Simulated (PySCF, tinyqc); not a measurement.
RKS/exchange-only LDA in the sto-3g basis, for BH, spin multiplicity 1, step by step. The lowest restricted solution is unstable here: a spin-polarised one lies 0.0009 hartree lower (PySCF). One step of it, computed by the program tinyqc.

Question. Iteration 1: building the Kohn-Sham matrix. J_ij = sum D_kl (ij|kl); F = H + J + V_xc; E = tr D H + tr D J / 2 + E_xc + E_nn.

D at the start, order 1B 1s, 1B 2s, 1B 2px, 1B 2py, 1B 2pz, 2H 1s:
$$\begin{pmatrix}
1.978828 & -0.008530 & 0.000000 & 0.000000 & -0.178303 & -0.127158 \\
-0.008530 & 0.329199 & 0.000000 & 0.000000 & 0.538788 & 0.311055 \\
0.000000 & 0.000000 & 1.985658 & 0.168757 & 0.000000 & 0.000000 \\
0.000000 & 0.000000 & 0.168757 & 0.014342 & 0.000000 & 0.000000 \\
-0.178303 & 0.538788 & 0.000000 & 0.000000 & 0.895463 & 0.518983 \\
-0.127158 & 0.311055 & 0.000000 & 0.000000 & 0.518983 & 0.301079
\end{pmatrix}$$

core Hamiltonian H = T + V (hartree), order 1B 1s, 1B 2s, 1B 2px, 1B 2py, 1B 2pz, 2H 1s:
$$\begin{pmatrix}
-12.643952 & -3.274286 & 0.000000 & 0.000000 & -0.009796 & -0.301401 \\
-3.274286 & -3.733571 & 0.000000 & 0.000000 & -0.096929 & -0.874373 \\
0.000000 & 0.000000 & -2.918082 & 0.000000 & 0.000000 & 0.000000 \\
0.000000 & 0.000000 & 0.000000 & -2.918082 & 0.000000 & 0.000000 \\
-0.009796 & -0.096929 & 0.000000 & 0.000000 & -2.979036 & -0.910462 \\
-0.301401 & -0.874373 & 0.000000 & 0.000000 & -0.910462 & -2.077373
\end{pmatrix}$$

Two-electron integrals (ij|kl) in chemists' order, unique and non-zero (hartree):
```
(11|11) 2.923513   (21|11) 0.518376   (21|21) 0.109262   (22|11) 0.744229
(22|21) 0.193177   (22|22) 0.544804   (31|31) 0.020264   (32|31) 0.029996
(32|32) 0.120346   (33|11) 0.742491   (33|21) 0.193240   (33|22) 0.544682
(33|33) 0.586773   (41|41) 0.020264   (42|41) 0.029996   (42|42) 0.120346
(43|43) 0.031630   (44|11) 0.742491   (44|21) 0.193240   (44|22) 0.544682
(44|33) 0.523513   (44|44) 0.586773   (51|51) 0.020264   (52|51) 0.029996
(52|52) 0.120346   (53|53) 0.031630   (54|54) 0.031630   (55|11) 0.742491
(55|21) 0.193240   (55|22) 0.544682   (55|33) 0.523513   (55|44) 0.523513
(55|55) 0.586773   (61|11) 0.046802   (61|21) 0.009832   (61|22) 0.017458
(61|33) 0.017387   (61|44) 0.017387   (61|51) 0.000684   (61|52) 0.001274
(61|55) 0.017610   (61|61) 0.000910   (62|11) 0.140516   (62|21) 0.037200
(62|22) 0.119325   (62|33) 0.115712   (62|44) 0.115712   (62|51) 0.004020
(62|52) 0.026956   (62|55) 0.126426   (62|61) 0.003569   (62|62) 0.040493
(63|31) 0.003286   (63|32) 0.016348   (63|53) 0.004717   (63|63) 0.003801
(64|41) 0.003286   (64|42) 0.016348   (64|54) 0.004717   (64|64) 0.003801
(65|11) 0.144511   (65|21) 0.038696   (65|22) 0.130728   (65|33) 0.124115
(65|44) 0.124115   (65|51) 0.006715   (65|52) 0.042327   (65|55) 0.143801
(65|61) 0.003841   (65|62) 0.051439   (65|65) 0.067808   (66|11) 0.322068
(66|21) 0.086675   (66|22) 0.315472   (66|33) 0.299054   (66|44) 0.299054
(66|51) 0.009551   (66|52) 0.088341   (66|55) 0.347830   (66|61) 0.008364
(66|62) 0.148117   (66|65) 0.202417   (66|66) 0.774606
```

nuclear repulsion = 1.61432950 hartree

V_xc (hartree), order 1B 1s, 1B 2s, 1B 2px, 1B 2py, 1B 2pz, 2H 1s:
$$\begin{pmatrix}
-1.698787 & -0.265987 & 0.000000 & 0.000000 & -0.005756 & -0.024551 \\
-0.265987 & -0.384566 & 0.000000 & 0.000000 & -0.048683 & -0.094501 \\
0.000000 & 0.000000 & -0.426349 & -0.007379 & 0.000000 & 0.000000 \\
0.000000 & 0.000000 & -0.007379 & -0.327469 & 0.000000 & 0.000000 \\
-0.005756 & -0.048683 & 0.000000 & 0.000000 & -0.391561 & -0.110217 \\
-0.024551 & -0.094501 & 0.000000 & 0.000000 & -0.110217 & -0.310041
\end{pmatrix}$$

E_xc = sum of w rho eps_xc = -3.74907647 hartree

Give: Coulomb J; Kohn-Sham matrix F; total energy of this density.

Answer.

Coulomb J (hartree), order 1B 1s, 1B 2s, 1B 2px, 1B 2py, 1B 2pz, 2H 1s:
$$\begin{pmatrix}
8.4936 & 1.7339 & 0.0000 & 0.0000 & 0.0373 & 0.1584 \\
1.7339 & 3.5263 & 0.0000 & 0.0000 & 0.2060 & 0.8112 \\
0.0000 & 0.0000 & 3.5731 & 0.0107 & 0.0000 & 0.0000 \\
0.0000 & 0.0000 & 0.0107 & 3.4484 & 0.0000 & 0.0000 \\
0.0373 & 0.2060 & 0.0000 & 0.0000 & 3.5459 & 0.9109 \\
0.1584 & 0.8112 & 0.0000 & 0.0000 & 0.9109 & 2.2744
\end{pmatrix}$$

Kohn-Sham matrix F (hartree), order 1B 1s, 1B 2s, 1B 2px, 1B 2py, 1B 2pz, 2H 1s:
$$\begin{pmatrix}
-5.8491 & -1.8063 & 0.0000 & 0.0000 & 0.0217 & -0.1676 \\
-1.8063 & -0.5918 & 0.0000 & 0.0000 & 0.0604 & -0.1577 \\
0.0000 & 0.0000 & 0.2287 & 0.0033 & 0.0000 & 0.0000 \\
0.0000 & 0.0000 & 0.0033 & 0.2029 & 0.0000 & 0.0000 \\
0.0217 & 0.0604 & 0.0000 & 0.0000 & 0.1753 & -0.1098 \\
-0.1676 & -0.1577 & 0.0000 & 0.0000 & -0.1098 & -0.1130
\end{pmatrix}$$

total energy of this density = -23.688060 hartree

This density is the starting one.
